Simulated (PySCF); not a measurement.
Which basis set comes closest?

Molecule: (Chloromethyl)cyclopropane, C$_{4}$H$_{7}$Cl.

Numbering as in the mapped SMILES `[Cl:1][CH2:2][CH:3]1[CH2:4][CH2:5]1` (H(Xn): hydrogen on atom n). Ha(C4), Ha(C5) are cis to C2 on the ring; Hb(C4), Hb(C5) are trans to C2 on the ring.

Geometry PBE0-D3(BJ)/def2-SVP throughout; GIAO in PySCF 2.14, gas phase, one conformer, non-relativistic; equivalent atoms averaged; functional PBE0.

Reference values (measured; solution, not stated per compound (mostly CDCl3 or CCl4); Pretsch, Buehlmann, Badertscher, Structure Determination of Organic Compounds, 4th ed. (2009)): δ(C3) = 13.6 ppm, δ(C4/C5) = 5.5 ppm. Computed shifts are taken against TMS, calculated as an isolated molecule at each level.

How do the basis sets STO-3G, 6-31G, pcSseg-0, 6-31G*, def2-SVP, cc-pVDZ, pcSseg-1, aug-cc-pVDZ, 6-311+G(2d,p), def2-TZVP, cc-pVTZ, IGLO-III, pcSseg-2 perform against the reference? Times are CPU seconds on shared hosts with different chips, so compare them loosely.

## Answers


```csv
basis set,functions,C3,C4/C5,mean abs. error C,core-s
STO-3G,36,17.3,16.4,7.3,2.4
6-31G,63,15.5,9.2,2.8,4.5
pcSseg-0,63,14.3,10.0,2.6,4.1
6-31G*,88,14.9,8.4,2.1,5.9
def2-SVP,109,14.3,7.3,1.3,7
cc-pVDZ,109,17.1,8.6,3.3,8.6
pcSseg-1,127,15.7,7.9,2.2,9
aug-cc-pVDZ,182,16.6,7.4,2.5,17
"6-311+G(2d,p)",185,16.6,7.2,2.4,16
def2-TZVP,203,16.5,7.2,2.3,19
cc-pVTZ,252,16.5,7.7,2.6,26
IGLO-III,254,16.9,7.4,2.6,26
pcSseg-2,285,17.1,7.9,3.0,32
```

For 13C the closest is def2-SVP (1.3 ppm) and the furthest STO-3G (7.3 ppm). Where a smaller basis beats a larger one, errors probably cancel; the largest sets show where the functional converges. One molecule is a small sample, and vibrational and solvent effects are absent from the calculation.

A small basis that lands close on one nucleus may do so by chance; judge by the trend and by all nuclei.
